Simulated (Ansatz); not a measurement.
Problem. Name a neutral molecule of C, N and H with HOMO–LUMO gap (PBE/def2-TZVPP) between 5.25 and 5.55 eV and zero-point energy (PBE0-D4/def2-TZVP) between 216 and 232 kJ/mol (Ansatz, PBE0-D4/def2-TZVP geometry).

Solution. `CC(=N)N` (5.48 eV, 226.6 kJ/mol); `NCN` (5.55 eV, 216.4 kJ/mol); `C/N=C\N` (5.32 eV, 226.2 kJ/mol); `CNC=N` (5.50 eV, 227.3 kJ/mol). Other molecules can fit too; these were computed, each in one conformer that needn't be the lowest.
